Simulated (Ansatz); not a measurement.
SnCl2 (Pnma, No. 62) was calculated with r²SCAN in Ansatz (PAW).

Run with plane-wave cutoff 560 eV, 4×8×4 k mesh (along the axes of the cell as run), Fermi–Dirac smearing 0.01 eV, scalar-relativistic PAW data made under PBE.

Cell (relaxed at this level):

```cif
data_Cl8Sn4
_chemical_formula_sum 'Sn4 Cl8'
_space_group_name_H-M_alt 'P 1'
_space_group_IT_number 1
_cell_length_a 8.05443
_cell_length_b 4.29101
_cell_length_c 9.66957
_cell_angle_alpha 90.000
_cell_angle_beta 90.000
_cell_angle_gamma 90.000
loop_
_space_group_symop_operation_xyz
  'x, y, z'
loop_
_atom_site_label
_atom_site_type_symbol
_atom_site_fract_x
_atom_site_fract_y
_atom_site_fract_z
_atom_site_occupancy
Sn1 Sn 0.77247 0.75000 0.56036 1
Sn2 Sn 0.22753 0.25000 0.43964 1
Sn3 Sn 0.72753 0.25000 0.06036 1
Sn4 Sn 0.27247 0.75000 0.93964 1
Cl1 Cl 0.52018 0.25000 0.85379 1
Cl2 Cl 0.47982 0.75000 0.14621 1
Cl3 Cl 0.97982 0.75000 0.35379 1
Cl4 Cl 0.02018 0.25000 0.64621 1
Cl5 Cl 0.14508 0.25000 0.08055 1
Cl6 Cl 0.85492 0.75000 0.91945 1
Cl7 Cl 0.35492 0.75000 0.58055 1
Cl8 Cl 0.64508 0.25000 0.41945 1
```

What does this level give for the band gap, smallest direct gap on the k points sampled and direct gap at Γ?


* **band gap**: 3.41 eV
* **smallest direct gap on the k points sampled**: 3.58 eV
* **direct gap at Γ**: 3.69 eV

Note: the volume lies 5 % above that of the published cell.

Spin–orbit coupling is not included.

Computed values are for the static lattice.

Cost on a shared machine: about 11 core-minutes (a rough figure).

Ansatz is an electronic-structure program.
